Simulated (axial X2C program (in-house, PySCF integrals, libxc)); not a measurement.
# AlH: from Re and ωe to a spectrum

A bond curve at the CCSD(T) level, 2c, was computed with an in-house all-electron X2C program for linear molecules (integrals from PySCF) (basis Al dyall-v3z [8s8p2d1f], H dyall-v3z [6s2p1d] (cores contracted in-house)) for the state Ω = 0 (closed shell). Its fit gives Re = 1.6571 Å, ωe = 1677.4 cm⁻¹, ωexe = 28.2 cm⁻¹ and αe = 1.786e-01 cm⁻¹; the masses are 26.9815 and 1.0078 u. Two-component means X2C with spin–orbit coupling and atomic mean-field Coulomb and Gaunt terms.

Correlated methods: 4 electrons correlated (number of frozen shells: Al 2 s, 1 p; H none), 102 virtual spin orbitals or spinors in MP2, 74 natural virtuals in coupled cluster.

**Question.** Find the reduced mass, Be and the force constant.

**Answer.** From the CCSD(T) values: μ = 0.9715 u. Be = 16.8576/(μ Re²) = 6.319 cm⁻¹. k = 5.8918×10⁻⁷ μ ωe² = 1.61 mdyn/Å.

**Question.** Scale the constants to the deuteride (D 2.0141 u) within the Born–Oppenheimer picture.

**Answer.** ρ = √(μH/μD) = 0.7200; ωe = 1207.7, ωexe = 14.6, Be = 3.276 cm⁻¹; the zero-point energy falls by 231 cm⁻¹.

**Question.** Where do the fundamental and the first overtone lie?

**Answer.** ν(1←0) = ωe − 2ωexe = 1621.0 cm⁻¹; ν(2←0) = 2ωe − 6ωexe = 3185.6 cm⁻¹.

**Question.** Estimate De from a Morse curve and compare with the computed well depth of 3.125 eV to Al + H.

**Answer.** De(Morse) = ωe²/(4ωexe) = 3.093 eV against 3.125 eV computed, a ratio of 0.99. For De the Morse form works well here.

**Question.** A Morse curve ties αe to the other constants (Pekeris). How well does that hold?

**Answer.** αe(Morse) = 6Be²/ωe × (√(ωexe/Be) − 1) = 1.589e-01 cm⁻¹; the CCSD(T) curve gives 1.786e-01 cm⁻¹, a ratio of 0.89.

The state is one determinant whose occupation by symmetry is held fixed; it was picked as the lowest of a PBE0 search that is not exhaustive. Dissociation energies refer to the lowest single-determinant-based atoms at the same level and basis. CCSD and (T) use frozen natural virtuals with an MP2 correction for the truncation; (T) itself is uncorrected, so its De runs slightly low.
